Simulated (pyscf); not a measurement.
# Four-centre exchange: `[OH][Si]([OH])([F])[F]` + `[NH3]` -> `[OH2]` + `[NH2][Si]([OH])([F])[F]`

Gas phase, singlet surface, charge 0. Bonds broken: O1–Si2, N8–H9. Bonds formed: O1–H9, Si2–N8. Single points on ωB97X-D3(BJ)/def2-SVP structures (PySCF, gas phase).

Transition state (Å):

```xyz
11

O      0.6044     1.1547     1.1291
Si    -0.7046    -0.0814     0.5476
O      0.2626    -0.5104    -0.7242
F     -2.0449    -0.9297     0.0604
F     -0.6223    -0.7921     2.0192
H      1.0031     0.9470     1.9832
H     -0.1872    -1.1622    -1.2753
N     -1.5675     1.5644     0.5910
H     -0.4041     1.8320     1.0880
H     -1.7857     1.9560    -0.3259
H     -2.4226     1.5681     1.1474
```

One imaginary mode, 1193i cm⁻¹; descent along it reached the two sides named, in the forms told below.

```
bond    change  reactant side (Å)  saddle  product side
------  ------  -----------------  ------  ------------
O1–Si2  breaks              1.674   1.892         2.239
N8–H9   breaks              1.021   1.293           3.2
O1–H9    forms              2.314   1.215         0.968
Si2–N8   forms              2.043   1.859         1.693
```

Electronic energies relative to the separated reactants (kcal/mol):

| level | barrier | reaction energy | reverse barrier |
|---|---|---|---|
| ωB97X-D3(BJ)/def2-TZVP | 22.9 | +9.5 | 13.4 |
| PBE/def2-TZVP | 19.8 | +10.0 | 9.9 |
| r²SCAN/def2-TZVP | 21.1 | +10.8 | 10.3 |
| B3LYP-D3(BJ)/def2-TZVP | 24.5 | +10.1 | 14.4 |
| PBE0-D3(BJ)/def2-TZVP | 20.6 | +9.5 | 11.0 |
| M06-2X/def2-TZVP | 22.9 | +10.3 | 12.6 |
| ωB97M-D3(BJ)/def2-TZVP | 23.6 | +9.9 | 13.7 |
| HF/def2-TZVP | 43.7 | +11.6 | 32.0 |

With ωB97M-D3(BJ)/def2-TZVP energies and thermal terms (ideal gas, 1 atm, RRHO with modes under 100 cm⁻¹ raised to 100, one conformer, R ln 2 for chiral ones without a mode under 150 cm⁻¹), in kcal/mol:

| T (K) | ΔH‡ | ΔG‡ | ΔH | ΔG |
|---|---|---|---|---|
| 298 | 23.0 | 35.5 | +9.6 | +9.6 |
| 600 | 22.9 | 48.3 | +9.9 | +9.4 |
| 900 | 23.5 | 60.9 | +10.1 | +9.1 |
| 1200 | 24.2 | 73.2 | +10.2 | +8.7 |

On the reactant side the descent ends in an adduct with a N–Si contact, 13.1 kcal/mol under the separated species and 36.0 kcal/mol under the saddle at ωB97X-D3(BJ)/def2-TZVP. On the product side the descent ends in a complex, 5.3 kcal/mol under the separated species and 18.7 kcal/mol under the saddle at ωB97X-D3(BJ)/def2-TZVP. What is counted as formed (N–Si) is already present as a longer contact in the reactant adduct; forming that adduct is a step of its own. This is the saddle that the search found; another between the same sides may lie lower.
